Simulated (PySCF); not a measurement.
**B2NH5 (SMILES BNB): wB97X/aug-cc-pVDZ**

Aim: the energy change on altering one bond length of B2NH5 at wB97X/aug-cc-pVDZ, from 2 runs. 

The calculation is run with PySCF 2.14.0.

1 further run of the same task is left out (set aside as unsound or not needed).

## Step 1: Starting point

The species is B2NH5 (8 atoms), meant as a singlet with charge 0. As SMILES, `BNB`. The shape is that of a PBE0-D4/def2-TZVP optimisation.

Bond lengths: B1–N2 1.417 Å, N2–B3 1.417 Å, B1–H4 1.194 Å, B1–H5 1.197 Å, N2–H6 1.011 Å, B3–H7 1.197 Å, B3–H8 1.194 Å. Angles: B1–N2–B3 125.8°, B1–N2–H6 117.1°, B3–N2–H6 117.1°, N2–B1–H4 118.5°, N2–B1–H5 119.5°, N2–B3–H7 119.4°, N2–B3–H8 118.5°, H4–B1–H5 122.0°, H7–B3–H8 122.0°.

## Step 2: A single-point energy at wB97X/aug-cc-pVDZ

The input, input.py:

```python
from pyscf import gto, dft

mol = gto.M(
    atom=[
    ('B', (-0.828200, 0.654900, -0.693300)),
    ('N', (0.260000, 0.377700, 0.170800)),
    ('B', (0.695200, -0.910900, 0.567700)),
    ('H', (-1.449400, -0.261400, -1.140100)),
    ('H', (-1.097800, 1.791200, -0.954100)),
    ('H', (0.771000, 1.169500, 0.536500)),
    ('H', (1.631600, -1.014200, 1.305600)),
    ('H', (0.109700, -1.864100, 0.150900)),
],
    spin=0,
    verbose=3,
    basis='aug-cc-pvdz',
    max_memory=1860,
)

mf = dft.RKS(mol, xc='wb97x')
mf.conv_tol = 1e-10
mf.grids.level = 5
mf.kernel()
if not mf.converged:
    mf = mf.newton().run(mf.mo_coeff, mf.mo_occ)

etot = mf.e_tot
print('E(%s) = %.9f' % ('WB97X', etot))
```

Launch:

```console
$ OMP_NUM_THREADS=1 python input.py
```

Standard output:

```text
converged SCF energy = -107.4805079485
E(WB97X) = -107.480507948
```

It took 32 s on 1 thread of Intel Xeon at 2.70GHz, shared host; peak memory 0.6 GiB.

## Step 3: The distorted shape at the same level

The input, input.py:

```python
from pyscf import gto, dft

mol = gto.M(
    atom=[
    ('B', (-0.747319, 0.314005, -0.615059)),
    ('N', (0.340881, 0.036805, 0.249041)),
    ('B', (0.776081, -1.251795, 0.645941)),
    ('H', (-1.368519, -0.602295, -1.061859)),
    ('H', (-1.097800, 1.791200, -0.954100)),
    ('H', (0.851881, 0.828605, 0.614741)),
    ('H', (1.712481, -1.355095, 1.383841)),
    ('H', (0.190581, -2.204995, 0.229141)),
],
    max_memory=1860,
    charge=0,
    verbose=3,
    basis='aug-cc-pvdz',
)

myscf = dft.RKS(mol)
myscf.xc = 'wb97x'
myscf.grids.level = 5
myscf.conv_tol = 1e-10
myscf.kernel()
if not myscf.converged:
    myscf = myscf.newton().run(myscf.mo_coeff, myscf.mo_occ)

e_final = myscf.e_tot
print('E = %.10f Eh' % e_final)
```

Launch:

```console
$ OMP_NUM_THREADS=1 python input.py
```

Standard output:

```text
converged SCF energy = -107.448838434553
E = -107.4488384346 Eh
```

Wall time 37 s (1 thread of Intel Xeon at 2.70GHz, shared host); peak memory 0.6 GiB.

## Step 4: What came out

At wB97X/aug-cc-pVDZ:

```
                                                         quantity          value
                                        first shape: total energy  -107.48051 Eh
                                       first shape: dipole moment         1.20 D
                                         first shape: HOMO energy      -11.71 eV
                                         first shape: LUMO energy        0.82 eV
                                       first shape: HOMO–LUMO gap       12.53 eV
                                    distorted shape: total energy  -107.44884 Eh
                                   distorted shape: dipole moment         1.09 D
                                     distorted shape: HOMO energy      -11.02 eV
                                     distorted shape: LUMO energy        0.68 eV
                                   distorted shape: HOMO–LUMO gap       11.70 eV
energy change with the B1–H5 bond stretched from 1.197 to 1.556 Å       0.862 eV
```

In words: With the B1–H5 bond stretched from 1.197 to 1.556 Å the energy rises by 0.86 eV (83.1 kJ/mol). The first shape isn't relaxed at this level, so the change isn't measured from a minimum.
